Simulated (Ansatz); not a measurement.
Species: C₂H, charge 0, multiplicity 2. It need not be the lowest isomer of its formula. 
Geometry from a B3LYP-D3(BJ)/def2-TZVP (Ansatz, a first-principles code) optimisation:
SMILES: [C]#C
```xyz
3

C      0.0000     0.0000    -0.4720
C      0.0000     0.0000     0.7280
H      0.0000     0.0000    -1.5362
```
Charge 0, spin multiplicity 2.

Basis-set convergence of Hartree-Fock and MP2 correlation energies (hartree) with Ansatz. Valence correlation only, unless marked. Open shells are spin-unrestricted. Spin-orbit coupling is left out. Non-relativistic.

The UHF reference is spin-contaminated (<S^2> 0.36 over the pure value in the largest basis). The T1 diagnostic of CCSD in the largest basis is 0.062, which is high, so the coupled-cluster rows are less sure than usual.

| basis | functions | E(HF) | E(corr, MP2) |
|---|---|---|---|
| cc-pVDZ | 33 | -76.15679 | -0.19557 |
| cc-pVTZ | 74 | -76.17745 | -0.24223 |
| cc-pVQZ | 140 | -76.18236 | -0.25889 |

Extrapolating the two largest sets (X = 3 and 4) as X^-3: E(corr) = (64·(-0.25889) - 27·(-0.24223))/37 = -0.2710 Eh, an estimate of the basis-set limit. The largest set recovers 95.5 % of it, the smallest 72.2 %.
